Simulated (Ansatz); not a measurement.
in.yaml

```yaml
crystal:
  periodic: [false, false, false]
  atoms:
    - {symbol: Ga, position_ang: [0.000000, -0.020204, -0.003541]}
    - {symbol: H, position_ang: [0.000000, 0.626712, -1.134607]}
    - {symbol: H, position_ang: [0.000000, 0.770870, 1.379571]}
basis:
  gaussian: {orbitals: aug-cc-pVDZ}
magnetization: {spin_polarized: true, initial_magnetization: 1}
hamiltonian: {xc: hf}
output: {orbitals: {seedname: orbitals}}
```

```sh
$ ansatz run in.yaml --threads 1 --pin off --events-out ev --progress --plain --max-ram 2393MiB
```

Log:

```
576 factors; integrals over basis functions are off by at most 4.5e-4 eV
mean field evaluation 1: about -52362.1329 eV, gradient 6.3e0 eV
mean field evaluation 2: about -52362.1347 eV, gradient 6.3e0 eV
mean field evaluation 4: about -52362.7501 eV, gradient 6.2e-1 eV
mean field evaluation 8: about -52362.7610 eV, gradient 2.7e-3 eV
mean field -52362.76097441 eV, -1924.2959730553 hartree, gradient 2.2e-5 eV, S^2 0.753552; 0 other end points of the search recorded, 0 dependent functions left out
reference -52362.76097441 eV, -1924.2959730553 hartree; 17, 16 occupied and 37, 38 virtual orbitals, 576 factors
Total energy: -52362.76097441 eV, -1924.2959730553 hartree
```

Ran on 1 thread of AMD EPYC 9R45, shared host: 0.51 s wall, 0.11 GiB peak host memory.
